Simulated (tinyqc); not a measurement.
Pariser-Parr-Pople SCF with singles CI, for the molecule C1=CC=C1 (SMILES; centres numbered as the heavy atoms are written), step by step. Computed by tinyqc, a small Python program that keeps every step. Settings: charge = 0, gamma = MN, start = huckel, damping = 0.5, iteration cap = 74, excitations kept = 6. Command: `OMP_NUM_THREADS=1 python tinyqc.py 26666 26667 out.jsonl` (the two numbers bound the seeds that draw the settings). One thread of a shared host (Intel(R) Xeon(R) Processor @ 2.60GHz), about 0.01 s of CPU time with the checks. Later iterations appear only in the table of the cycle.

## PPP integrals

Centres (angstrom, eV; a flat drawing with bonds scaled to 1.40 angstrom):
```
centre        x        y  core charge z        W  gamma_rr
1C       0.9900   0.0000              1  11.1600   11.1300
2C       0.0000   0.9900              1  11.1600   11.1300
3C      -0.9900   0.0000              1  11.1600   11.1300
4C       0.0000  -0.9900              1  11.1600   11.1300
```

Resonance integrals (eV):
```
i  j     beta
1  2  -2.3900
2  3  -2.3900
3  4  -2.3900
4  1  -2.3900
```

Mataga-Nishimoto: gamma = 14.399645/(R + a), a = 2 x 14.399645/(gamma_rr + gamma_ss); H_rr = -W_r - sum_(s != r) z_s gamma_rs; H_rs = beta for bonds.

repulsion gamma_rs (eV), order 1C, 2C, 3C, 4C:
$$\begin{pmatrix}
11.1300 & 5.3454 & 4.3985 & 5.3454 \\
5.3454 & 11.1300 & 5.3454 & 4.3985 \\
4.3985 & 5.3454 & 11.1300 & 5.3454 \\
5.3454 & 4.3985 & 5.3454 & 11.1300
\end{pmatrix}$$

core matrix H (eV), order 1C, 2C, 3C, 4C:
$$\begin{pmatrix}
-26.2493 & -2.3900 & 0.0000 & -2.3900 \\
-2.3900 & -26.2493 & -2.3900 & 0.0000 \\
0.0000 & -2.3900 & -26.2493 & -2.3900 \\
-2.3900 & 0.0000 & -2.3900 & -26.2493
\end{pmatrix}$$

## Starting guess

pi electrons, sum of z_r less the charge = 4

Orbitals of the Hueckel matrix of the beta values.

P at the start, order 1C, 2C, 3C, 4C:
$$\begin{pmatrix}
0.5333 & 0.6794 & 0.4667 & 0.3206 \\
0.6794 & 1.4667 & 0.3206 & -0.4667 \\
0.4667 & 0.3206 & 0.5333 & 0.6794 \\
0.3206 & -0.4667 & 0.6794 & 1.4667
\end{pmatrix}$$

## Iteration 1: Fock matrix

F_rr = H_rr + P_rr gamma_rr / 2 + sum_(s != r) P_ss gamma_rs; F_rs = H_rs - P_rs gamma_rs / 2; E = tr P (H + F) / 2 + core repulsion sum_(r<s) z_r z_s gamma_rs.

F (eV), order 1C, 2C, 3C, 4C:
$$\begin{pmatrix}
-5.2556 & -4.2058 & -1.0264 & -3.2469 \\
-4.2058 & -5.9344 & -3.2469 & 1.0264 \\
-1.0264 & -3.2469 & -5.2556 & -4.2058 \\
-3.2469 & 1.0264 & -4.2058 & -5.9344
\end{pmatrix}$$

pi energy = -47.3617 eV

## Iteration 1: orbitals and new P

Diagonalise F (the basis is taken as orthonormal) and form P = 2 sum c c over the lowest orbitals; 0.5 of the old P is kept.

orbital energies (eV): [-13.0793, -7.2639, -3.9261, 1.8893]

P after iteration 1, order 1C, 2C, 3C, 4C:
$$\begin{pmatrix}
0.5850 & 0.7323 & 0.4609 & 0.2656 \\
0.7323 & 1.4150 & 0.2656 & -0.4609 \\
0.4609 & 0.2656 & 0.5850 & 0.7323 \\
0.2656 & -0.4609 & 0.7323 & 1.4150
\end{pmatrix}$$

## Iteration 2: Fock matrix

As before.

F (eV), order 1C, 2C, 3C, 4C:
$$\begin{pmatrix}
-5.2932 & -4.3472 & -1.0136 & -3.0999 \\
-4.3472 & -5.8968 & -3.0999 & 1.0136 \\
-1.0136 & -3.0999 & -5.2932 & -4.3472 \\
-3.0999 & 1.0136 & -4.3472 & -5.8968
\end{pmatrix}$$

pi energy = -47.4783 eV

## Iteration 2: orbitals and new P

As before.

orbital energies (eV): [-13.0760, -7.4078, -3.7822, 1.8860]

P after iteration 2, order 1C, 2C, 3C, 4C:
$$\begin{pmatrix}
0.6349 & 0.7870 & 0.4357 & 0.2096 \\
0.7870 & 1.3651 & 0.2096 & -0.4357 \\
0.4357 & 0.2096 & 0.6349 & 0.7870 \\
0.2096 & -0.4357 & 0.7870 & 1.3651
\end{pmatrix}$$

## Iteration 3: Fock matrix

As before.

F (eV), order 1C, 2C, 3C, 4C:
$$\begin{pmatrix}
-5.3294 & -4.4935 & -0.9581 & -2.9503 \\
-4.4935 & -5.8606 & -2.9503 & 0.9581 \\
-0.9581 & -2.9503 & -5.3294 & -4.4935 \\
-2.9503 & 0.9581 & -4.4935 & -5.8606
\end{pmatrix}$$

pi energy = -47.6129 eV

## Iteration 3: orbitals and new P

As before.

orbital energies (eV): [-13.0710, -7.5645, -3.6255, 1.8810]

P after iteration 3, order 1C, 2C, 3C, 4C:
$$\begin{pmatrix}
0.6853 & 0.8383 & 0.3963 & 0.1579 \\
0.8383 & 1.3147 & 0.1579 & -0.3963 \\
0.3963 & 0.1579 & 0.6853 & 0.8383 \\
0.1579 & -0.3963 & 0.8383 & 1.3147
\end{pmatrix}$$

## Convergence

Stop when output and input P, before any damping, agree to 1e-7.

Course of the cycle:
```
iteration      E (eV)  largest |P(out) - P(in)|
1          -47.361666                  1.10e-01
2          -47.478328                  1.12e-01
3          -47.612925                  1.04e-01
4          -47.758431                  9.89e-02
5          -47.901570                  9.86e-02
6          -48.029634                  9.44e-02
7          -48.135390                  8.53e-02
8          -48.217468                  7.42e-02
9          -48.278294                  6.30e-02
10         -48.321871                  5.25e-02
11         -48.352328                  4.33e-02
...               ...                       ...
62         -48.415397                  7.79e-07
63         -48.415397                  6.29e-07
64         -48.415397                  5.07e-07
65         -48.415397                  4.09e-07
66         -48.415397                  3.30e-07
67         -48.415397                  2.66e-07
68         -48.415397                  2.14e-07
69         -48.415397                  1.73e-07
70         -48.415397                  1.39e-07
71         -48.415397                  1.12e-07
72         -48.415397                  9.06e-08
```

Converged in 72 iterations.

## Converged orbitals

Charges are z - P_rr.

orbital energies (eV): [-13.0477, -8.2677, -2.9223, 1.8577]

coefficients, order 1C, 2C, 3C, 4C:
$$\begin{pmatrix}
0.5000 & 0.5000 & 0.5000 & -0.5000 \\
0.5000 & 0.5000 & -0.5000 & 0.5000 \\
0.5000 & -0.5000 & -0.5000 & -0.5000 \\
0.5000 & -0.5000 & 0.5000 & 0.5000
\end{pmatrix}$$

pi charges: 1C 0.0000, 2C 0.0000, 3C 0.0000, 4C 0.0000

## Singles CI, singlets

Over the 4 single excitations with the smallest orbital gaps: A = (e_a - e_i) delta + 2 (ia|jb) - (ij|ab), with (pq|rs) = sum c_mp c_mq gamma_mn c_nr c_ns. f = 2/3 w |mu|^2 in atomic units, mu = sqrt2 sum c_ia sum_m c_mi c_ma R_m.

singlet CI matrix (eV), order 2>3, 2>4, 1>3, 1>4:
$$\begin{pmatrix}
1.2094 & 0.0000 & 0.0000 & -0.7360 \\
0.0000 & 6.9363 & -1.6829 & 0.0000 \\
0.0000 & -1.6829 & 6.9363 & 0.0000 \\
-0.7360 & 0.0000 & 0.0000 & 10.7694
\end{pmatrix}$$

singlet excitation energies (eV): [1.1531, 5.2535, 8.6192, 10.8258]

oscillator strengths: [0.0000, 0.0000, 1.4782, 0.0000]

## Singles CI, triplets

Over the 4 single excitations with the smallest orbital gaps: A = (e_a - e_i) delta - (ij|ab), with (pq|rs) = sum c_mp c_mq gamma_mn c_nr c_ns.

triplet CI matrix (eV), order 2>3, 2>4, 1>3, 1>4:
$$\begin{pmatrix}
-1.2094 & 0.0000 & 0.0000 & 1.6829 \\
0.0000 & 3.5706 & 1.6829 & 0.0000 \\
0.0000 & 1.6829 & 3.5706 & 0.0000 \\
1.6829 & 0.0000 & 0.0000 & 8.3506
\end{pmatrix}$$

triplet excitation energies (eV): [-1.4970, 1.8877, 5.2535, 8.6382]
